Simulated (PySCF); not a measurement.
**The bond of MgP+, level by level**

One table from this session's results is given with a row withheld; the runs are named, their logs left out.

Method: Mg def2-SVP, P def2-SVP, no relativity; program: PySCF 2.14.0.

Set-up of the first run:

A driver script around PySCF takes these settings:

```json
{"atoms": "Mg, P", "charge": "1", "basis": "Mg def2-SVP, P def2-SVP", "Hamiltonian": "no relativity", "basis functions": "36", "electrons treated": "26", "masses in u": "23.9850, 30.9738", "levels": "PBE0, PBE, r²SCAN, revPBE, B2PLYP, MN15, HF, MP2, SCS-MP2, CCSD, CCSD(T)", "grid": "80 radial by 434 angular points", "occupations": "held fixed by the projection of orbital angular momentum", "dissociation limit": "Mg+ + P, each in its ground configuration", "starting distance in angstrom": "2.520", "values of 2S to try": "0, 2, 4"}
```

Run with:

```console
OMP_NUM_THREADS=1 python dia.py task.json out
```

Among the steps run: Set-up; PBE0 along the bond; Higher solutions at PBE0; PBE (GGA); r²SCAN (meta-GGA); revPBE (GGA); B2PLYP (double hybrid); MN15 (hybrid meta-GGA); ROHF (mean field); Adding correlation.

One of the session's tables, all rows but one given; the rest of the session is left out.

It belongs to the step «The curves together». Energy (eV) from each level's lowest point:

| R (Å) | ROHF | ROHF-MP2 | ROHF-SCS-MP2 | ROHF-CCSD | ROHF-CCSD(T) |
| --- | --- | --- | --- | --- | --- |
| 2.148 | 0.549 | 0.564 | 0.586 | n/a | n/a |
| 2.248 | 0.234 | 0.245 | 0.263 | 0.311 | 0.325 |
| 2.348 | 0.066 | 0.072 | 0.084 | 0.118 | 0.128 |
| 2.423 | ? | ? | ? | ? | ? |
| 2.498 | 0.000 | 0.000 | 0.000 | 0.004 | 0.007 |
| 2.573 | 0.024 | 0.021 | 0.014 | 0.000 | 0.000 |
| 2.673 | 0.094 | 0.088 | 0.071 | 0.029 | 0.025 |
| 2.798 | 0.225 | 0.215 | 0.184 | 0.102 | 0.093 |
| 2.948 | 0.417 | 0.402 | 0.354 | 0.217 | 0.204 |
| 3.147 | 0.698 | 0.675 | 0.605 | n/a | n/a |

Estimate the missing values for R (Å) = 2.423.

Worked estimate for «ROHF». A straight line through the neighbours (2.348, 0.066) and (2.498, 0.000) gives 0.066 + (0.000 − 0.066) × (2.423 − 2.348) / (2.498 − 2.348) = 0.033; a parabola fitted to 4 rows on both sides gives 0.008.

As computed: ROHF: 0.011; ROHF-MP2: 0.014; ROHF-SCS-MP2: 0.020; ROHF-CCSD: 0.040; ROHF-CCSD(T): 0.046. In «ROHF» the line misses by +0.022 and the parabola by -0.003.
